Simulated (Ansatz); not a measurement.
A calculation on Sb (within 0.1 Å of Pm-3m, No. 221, 4 atoms in the cell; start mp-567409; another form than the element's usual one) returned equilibrium volume per atom 29.38 Å³/atom, cohesive energy 2.49 eV/atom.

**Question.** Which level of theory produced these numbers?
A) PBEsol (Ansatz (an electronic-structure program))
B) r²SCAN+rVV10 (Ansatz)
C) LDA (Ansatz)
D) r²SCAN (Ansatz)

**Answer.** D, r²SCAN (Ansatz)

The others give: r²SCAN+rVV10 28.97 Å³/atom, 2.75 eV/atom; PBEsol 28.67 Å³/atom, 3.07 eV/atom; LDA 28.10 Å³/atom, 3.63 eV/atom.

Unless a cell is named, each level is at its own relaxed cell (LDA 28.10, PBEsol 28.67, r²SCAN 29.38, r²SCAN+rVV10 28.97 Å³/atom).

Caveats: the relaxation could not lower the start's symmetry, so the cell can be a saddle point above a distorted one (r²SCAN+rVV10, PBEsol, LDA, r²SCAN). Ansatz's density-functional and Hartree–Fock values are scalar-relativistic unless marked +SOC, with PAW data made under PBE.

A start named mp-… is a Materials Project structure, which need not be a measured phase.
